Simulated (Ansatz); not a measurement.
# AlH2S: composite energy at a relaxed geometry from a Python script

All numbers are computed with the Python package of Ansatz 0.2.0. The levels of theory stand in the script.

**1. The system**

Bond lengths: Al1–S2 2.283 Å, Al1–H3 1.600 Å, S2–H4 1.350 Å. Angles: Al1–S2–H4 95.7°, S2–Al1–H3 119.4°.

The script holds or builds the structure itself.

**2. Script**

Contents of run_composite.py:

```python
'''A composite energy for AlH2S: DFT geometry, MP2 basis limit, coupled-cluster correction.'''

import itertools

import ansatz as az
from ase.data import atomic_numbers, covalent_radii
import numpy as np

alh2s = (
    az.Crystal.molecule()
    .atom('Al', (0.045, -1.0787, -0.2818))
    .atom('S', (0.952, 1.0117, -0.1353))
    .atom('H', (-0.7904, -1.6602, 0.9524))
    .atom('H', (-0.151, 1.6669, -0.5556))
)

model = (
    alh2s.calculation()
    .basis(gaussian='def2-SVP')
    .functional('r2scan', dispersion='d4')
    .spin('collinear', total=1)
    .scf(lower_state_search='light')
)
symbols = [site.symbol for site in alh2s.cartesian_sites]
start = np.array([site.position_ang for site in alh2s.cartesian_sites], dtype=float)
data = model.relax(force_tolerance=0.01).run(threads=1, pin='off').report
end = np.array(data['positions_ang'])
# pairs closer than 1.2 times the sum of covalent radii, before or after
radius = [covalent_radii[atomic_numbers[s]] for s in symbols]
span = lambda where, i, j: np.linalg.norm(where[i] - where[j])
bonded = [(i, j) for i, j in itertools.combinations(range(len(symbols)), 2) if min(span(start, i, j), span(end, i, j)) < 1.2 * (radius[i] + radius[j])]
print('pair        before    after (A)')
for i, j in bonded:
    print(f'{symbols[i]}{i}-{symbols[j]}{j}'.ljust(10), f'{span(start, i, j):8.4f} {span(end, i, j):8.4f}')

minimum = az.Crystal.molecule()
for symbol, place in zip(symbols, end):
    minimum = minimum.atom(symbol, place.tolist())
at_minimum = minimum.calculation().spin('collinear', total=1)
# MP2 carried to the larger basis, plus the small-basis difference CCSD(T) - MP2
level = lambda method, basis: at_minimum.basis(gaussian=basis).correlation(method).run(threads=1, pin='off').report
small, large, cluster = level('mp2', 'cc-pVDZ'), level('mp2', 'cc-pVTZ'), level('ccsd_t', 'cc-pVDZ')
corr = lambda each: (each['free_energy_ev'] - each['reference_energy_ev']) / 27.211386246
mp2_limit = (27 * corr(large) - 8 * corr(small)) / 19
pieces = {'HF / cc-pVTZ': large['reference_energy_ev'] / 27.211386246, 'MP2 correlation, DZ-TZ limit': mp2_limit, 'CCSD(T) - MP2 / cc-pVDZ': corr(cluster) - corr(small)}
for name, value in pieces.items():
    print(f'{name:32s} {value:14.6f} Ha')
print(f'{"sum":32s} {sum(pieces.values()):14.6f} Ha')
print('T1 diagnostic', round(cluster['correlation']['coupled_cluster']['t1_diagnostic'], 4))
```

**3. The calls as engine input**

The package turns the script's settings into the engine's input (first run):

```yaml
crystal:
  periodic: [false, false, false]
  atoms:
    - { symbol: Al, position_ang: [0.045, -1.0787, -0.2818] }
    - { symbol: S, position_ang: [0.952, 1.0117, -0.1353] }
    - { symbol: H, position_ang: [-0.7904, -1.6602, 0.9524] }
    - { symbol: H, position_ang: [-0.151, 1.6669, -0.5556] }
basis:
  gaussian:
    orbitals: def2-SVP
hamiltonian:
  xc: r2scan
  dispersion: d4
magnetization:
  spin_polarized: true
  initial_magnetization: 1.0
scf:
  lower_state_search: light
relax:
  f_tol: 0.01
```

**4. Running it**

Started as:

```console
> python run_composite.py
```

Q: Estimate wall time and peak memory on 1 thread of Arm Neoverse V2, shared host.

About 39 s, with a peak of 0.22 GiB.
